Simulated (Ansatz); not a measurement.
# BHO (triplet): RPA-PBE over vertical spin and charge gaps, cc-pVDZ

How well do these functionals follow the top wave-function level for BHO (triplet) over vertical spin and charge gaps?

Method: cc-pVDZ, all electrons in the functionals, frozen cores in the correlation of double hybrids and RPA; program: Ansatz 0.2.0, Gaussian basis.

To be run: RPA-PBE, at charge 0, triplet; charge 0, singlet; charge 0, quintet; charge 1, doublet; charge 1, quartet.

6 further runs of the same task are left out: 6 set aside as unsound or not needed.

## Step 1: The geometry

The geometry is a PBE0/def2-TZVP stationary point (not a proven minimum).

3 atoms, charge 0, spin multiplicity 3.

Atoms are counted from 1 here; the program's logs count them from 0.

Bond lengths: B1–O2 1.342 Å, B1–H3 1.222 Å. Angles: O2–B1–H3 107.9°.

No dispersion term is added.

The geometry shown and the zero of energy belong to the point charge 0, triplet. The yardstick, UCCSDTQ, and other wave-function levels (R restricted, U unrestricted, valence and pair active spaces) come from earlier runs.

## Step 2: RPA-PBE, charge 0, triplet

File in.yaml:

```yaml
crystal:
  periodic: [false, false, false]
  atoms:
    - {symbol: B, position_ang: [0.000000, -0.203796, 0.731699]}
    - {symbol: O, position_ang: [0.000000, 0.084016, -0.579305]}
    - {symbol: H, position_ang: [0.000000, 0.852259, 1.347434]}
basis:
  gaussian: {orbitals: cc-pVDZ}
magnetization: {spin_polarized: true, initial_magnetization: 2}
hamiltonian: {xc: {name: PBE}}
correlation: {method: rpa, electrons: outside_noble_gas}
```

The run is started by

```sh
> ansatz run in.yaml --threads 1 --pin off --events-out ev --progress --plain --max-ram 4096MiB --backend cpu
```

The runs that follow: RPA-PBE, charge 0, singlet; RPA-PBE, charge 0, quintet; RPA-PBE, charge 1, doublet; RPA-PBE, charge 1, quartet.

Before running them: what should the planned runs give, taken together? Wanted: triplet to singlet, UCCSDTQ; triplet to quintet, UCCSDTQ; ionisation to the doublet cation, UCCSDTQ; ionisation to the quartet cation, UCCSDTQ; largest miss, RPA-PBE.

The runs gave:

| quantity | value |
| --- | --- |
| triplet to singlet, UCCSDTQ | -2.912 eV |
| triplet to quintet, UCCSDTQ | 6.449 eV |
| ionisation to the doublet cation, UCCSDTQ | 9.299 eV |
| ionisation to the quartet cation, UCCSDTQ | 13.397 eV |
| largest miss, RPA-PBE | -0.219 eV (triplet to quintet) |

What this shows: RPA-PBE strays by up to 0.219 eV, at triplet to quintet. Functionals and the yardstick converge differently with the basis, so part of each miss in cc-pVDZ is the basis.
